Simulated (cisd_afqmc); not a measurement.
Input (AFQMC/CISD/cc-pVDZ; cisd_afqmc is a phaseless AFQMC code with CISD trial states that reads the integrals written by Ansatz):

Ansatz 0.2 input:
```python
import cisd_afqmc

open("ham.yaml", "w").write("""\
crystal:
  periodic: [false, false, false]
  atoms:
    - {symbol: N, position_ang: [0.00000000, 0.00000000, -0.00000000]}
    - {symbol: H, position_ang: [-0.66921757, -0.87421575, 0.00485129]}
    - {symbol: H, position_ang: [-0.42113606, 1.01593440, 0.05148382]}
    - {symbol: H, position_ang: [1.09035363, -0.14171865, -0.05633511]}
basis:
  gaussian:
    orbitals: cc-pVDZ
magnetization: {spin_polarized: true, initial_magnetization: 2}
correlation: {method: ccsd, electrons: outside_noble_gas, hamiltonian_folder: ham}
""")
rep = cisd_afqmc.ansatz("ham.yaml")
e_ccsd = rep["correlation"]["coupled_cluster"]["energy"]["hartree"]
out = cisd_afqmc.run("ham", e_ccsd, trial="CISD", walkers=200, populations=8, threads=8, dt=0.005, steps=40, early=24, settle=10, least=32,
    cut=5e-5, rank_cut=2e-4, target=0.0004, seconds=1500, seed=1, memory=17280, gpu=False)
```

Output:

```
orbitals 28, occupied [5, 3], factors 143 of 271, rank of the doubles 113 of 190
E(HF) = -56.001593
E(CCSD) on the cut factors = -56.186911, shift to the whole factors -0.000014
Energy of the trial state on the determinant = -56.186938
  tau behind 7.2 of longer steps, mean of the populations' last blocks
   2.0  -56.19131
   4.0  -56.19209
   6.0  -56.19232
   8.0  -56.19233
blocks 261 (1 outliers left out), error by blocks joined: 1: 0.00010, 2: 0.00012, 4: 0.00014, 8: 0.00017, 16: 0.00018
E(AFQMC/CISD) = -56.19218 +/- 0.00018
```

This triplet is an excited state, 5.7 eV above the singlet at CCSD(T)/cc-pV5Z (Ansatz).
